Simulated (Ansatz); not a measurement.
We consider litharge PbO, described by LDA in Ansatz (plane waves, PAW).

Numerical settings: plane-wave cutoff 520 eV, 12×12×8 k mesh (along the axes of the cell as run), perturbation theory, force constants from a 4×4×2 q mesh, scalar-relativistic PAW data made under PBE.

Computed at the level's own relaxed cell. Harmonic vibrational thermodynamics at fixed volume:

```csv
T (K),S_vib (J/K per mol of atoms),C_V (J/K per mol of atoms),F_vib (eV/atom)
0,0.00,0.00,0.0416
100,13.12,13.01,0.0354
200,24.37,19.33,0.0157
300,32.78,21.98,-0.0141
400,39.29,23.16,-0.0516
700,52.63,24.32,-0.1963
1000,61.36,24.63,-0.3742
```

The crystal is taken as a harmonic solid at every temperature: melting, phase changes and thermal expansion are not seen.

Ansatz is a quantum-chemistry and plane-wave program.
